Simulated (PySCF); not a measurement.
# Two-photon absorption: SMILES C=C(C)CO, C4H8O

Geometry:
| atom | x (Å) | y (Å) | z (Å) |
| --- | --- | --- | --- |
| C1 | 0.365 | 0.872 | 0.396 |
| C2 | 0.103 | -0.366 | -0.011 |
| C3 | -1.111 | -1.128 | 0.408 |
| C4 | 1.049 | -1.083 | -0.931 |
| O5 | 1.535 | -2.293 | -0.378 |
| H6 | 1.259 | 1.394 | 0.074 |
| H7 | -0.310 | 1.409 | 1.055 |
| H8 | -1.719 | -0.560 | 1.113 |
| H9 | -0.830 | -2.078 | 0.869 |
| H10 | -1.728 | -1.376 | -0.462 |
| H11 | 0.530 | -1.374 | -1.850 |
| H12 | 1.873 | -0.415 | -1.211 |
| H13 | 2.006 | -2.074 | 0.430 |

Theory: PySCF, TDDFT CAM-B3LYP/def2-TZVPD excited states, vertical, gas phase. Geometry: PBE0-D3(BJ)/def2-TZVP.

Problem. Give the one- and two-photon strengths of the lowest singlets.

Solution. δ for parallel linear polarisation; σ at the peak of a Lorentzian of half width 0.1 eV, single beam; Ω is circular over linear.
```csv
state,E (eV),f,photon λ (nm),δ (au),σ (GM),Ω,main
S1,6.68,0.053,371,61.6,1.01,1.00,HOMO→LUMO 0.80
S2,6.88,0.008,361,18.9,0.33,0.58,"HOMO−1→LUMO 0.57, HOMO−1→LUMO+1 0.12"
S3,7.13,0.331,348,18.1,0.34,0.44,HOMO→LUMO+1 0.80
S4,7.35,0.034,337,37,0.73,1.26,"HOMO−1→LUMO+1 0.62, HOMO−1→LUMO+2 0.10"
S5,7.61,0.018,326,187,3.98,0.69,HOMO→LUMO+2 0.75
S6,7.70,0.012,322,21.8,0.47,0.72,HOMO→LUMO+3 0.85
```

Among these, the strongest one-photon state is S3, the strongest two-photon state S5, with a dipole change of 5.0 D (relaxed, norm of the difference vector).
